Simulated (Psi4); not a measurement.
Psi4 input (wB97X-D/6-31G*):

```
memory 1500 MB

molecule {
1 2
O    -0.00243054    0.00011527    0.11558805
H     0.00282272    0.82504889   -0.46332048
H     0.01662162   -0.82597103   -0.46138388
symmetry c1
no_reorient
no_com
}

set {
  basis 6-31G*
  reference uks
  scf_type pk
  dft_radial_points 99
  dft_spherical_points 590
  e_convergence 1e-8
  d_convergence 1e-7
  maxiter 150
}

e = energy('wb97x-d')
print_out(f'\nFINAL {e:.10f} DIPOLE {variable("CURRENT DIPOLE")[0]:.6f} {variable("CURRENT DIPOLE")[1]:.6f} {variable("CURRENT DIPOLE")[2]:.6f}\n')
```

### Question
What final total energy does it give?

### Answer
-75.93563 Eh.
